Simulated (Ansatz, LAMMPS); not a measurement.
fcc Ag, lattice parameter a

Reference value: 4.062 Å (measured, static lattice: zero-point anharmonic expansion removed, our sources range from 4.056 to 4.063; as tabulated in Mejia-Rodriguez and Trickey (2018), arXiv:1807.09216).

```tsv
level (code)	value (Å)	error (%)
Lennard-Jones uff-vdw (LAMMPS)	4.326	+6.50
LDA (Ansatz)	4.001	-1.50
PBE (Ansatz)	4.147	+2.09
r²SCAN+rVV10 (Ansatz)	4.076	+0.34
HSE06 (Ansatz)	4.140	+1.92
```

Leaving aside Lennard-Jones uff-vdw (doubt noted below): Of the ranked levels r²SCAN+rVV10 (+0.34 %) comes nearest. Farthest off among them: PBE (+2.09 %). Of the ranked levels only r²SCAN+rVV10 lands within 0.5 %.

Lennard-Jones uff-vdw: this is a force field's van der Waals term alone, without bonds or charges. Cutoffs and k meshes differ between the levels. Ansatz's density-functional and Hartree–Fock values are scalar-relativistic unless marked +SOC, with PAW data made under PBE.

Differences are worked out from the printed values.

Ansatz is a program for electronic structure.
